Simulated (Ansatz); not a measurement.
## Ag2I3: from a trial structure to a relaxed crystal

Computed with Ansatz 0.2.0, DFT PBE, scalar-relativistic, plane waves, PAW. Cutoff 420 eV, Γ-centred k mesh, Gaussian smearing, no spin polarisation in the final step.

This is the end of a relaxation of cell and atoms.

```
CELL_PARAMETERS angstrom
4.30936 0.00000 0.00000
-2.15468 3.73201 0.00000
0.00000 0.00000 10.36848
ATOMIC_POSITIONS crystal
Ag 0.33333 0.66667 0.18231
Ag 0.66667 0.33333 0.81769
I 0.00000 0.00000 0.00000
I 0.33333 0.66667 0.67372
I 0.66667 0.33333 0.32628
```

Energies over the elements count from the elements' standard structures at the same level, with no empirical corrections.

Task: What space group does it have?

Result: P-3m1 (No. 164). Conventional cell: a = 4.309 Å, c = 10.368 Å. Around Ag lie 3 I at 2.90 Å and 3 I at 3.12 Å; I on Wyckoff site a (1 atom of the primitive cell) has 6 Ag at 3.12 Å; I on Wyckoff site d (2 atoms of the primitive cell) has 3 Ag at 2.90 Å.

Task: What is its formation energy per atom?

Result: -0.13 eV/atom.

Task: Is it a metal?

Result: Yes, bands cross the Fermi level on the 12×12×4 mesh.

The final run used a 12×12×4 mesh on its 5-atom cell and 0.10 eV smearing. For metals, differences of a few meV/atom aren't resolved. Weakly bound directions are ill-defined at this level, which has no dispersion term. Spin–orbit coupling is left out. The cell came from a trial start, so Ag2I3 may not exist in this structure.

Cost: 3 runs of about 5.5 core-minutes in all, on Arm Neoverse V2 (shared hosts).